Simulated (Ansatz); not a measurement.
A made-up structure of CH$_{3}$OS, doublet:

```tsv
atom	x (Å)	y (Å)	z (Å)
O1	0.6349	0.3253	-1.2807
C2	-0.0493	-0.2576	-0.2037
S3	-0.8173	0.5960	0.6082
H4	0.7243	-0.9125	0.4226
H5	-0.9373	-0.8045	-0.3236
H6	0.4447	1.0533	0.7773
```

It is relaxed with PBE-D4/def2-SVP and then PBE0-D4/def2-TZVP (Ansatz 0.2.0). Atoms count as bonded within 1.22 times the sum of their covalent radii (H–H: 0.88 Å). The end point is not checked to be a true minimum.

Problem. Does its bonding change? (Judge from chemistry; the calculation decides.)

Solution. Computed: No: no bond forms or breaks.

Where it ends: The first stage lowers the energy by 5.44 eV in 9 steps. It ends as CH₃OS ([O][CH2][SH]):
```json
{"atom": "O1", "x (Å)": "0.5022", "y (Å)": "0.2427", "z (Å)": "-1.2852"}
{"atom": "C2", "x (Å)": "-0.0279", "y (Å)": "-0.4657", "z (Å)": "-0.2806"}
{"atom": "S3", "x (Å)": "-0.7262", "y (Å)": "0.9250", "z (Å)": "0.6957"}
{"atom": "H4", "x (Å)": "0.6829", "y (Å)": "-1.0262", "z (Å)": "0.3385"}
{"atom": "H5", "x (Å)": "-0.8976", "y (Å)": "-1.0846", "z (Å)": "-0.5467"}
{"atom": "H6", "x (Å)": "0.4665", "y (Å)": "1.4088", "z (Å)": "1.0783"}
```

Labels in which every atom is bracketed show which atoms are joined, not bond orders.

For scale, one of the runs: PBE0-D4/def2-TZVP relaxation, 117 basis functions, launched by `ansatz run in.yaml --threads 2 --pin off --events-out ev --progress --plain --max-ram 4352MiB`. The run took about 24 s on 2 CPU threads of an Arm Neoverse V2 (shared host).
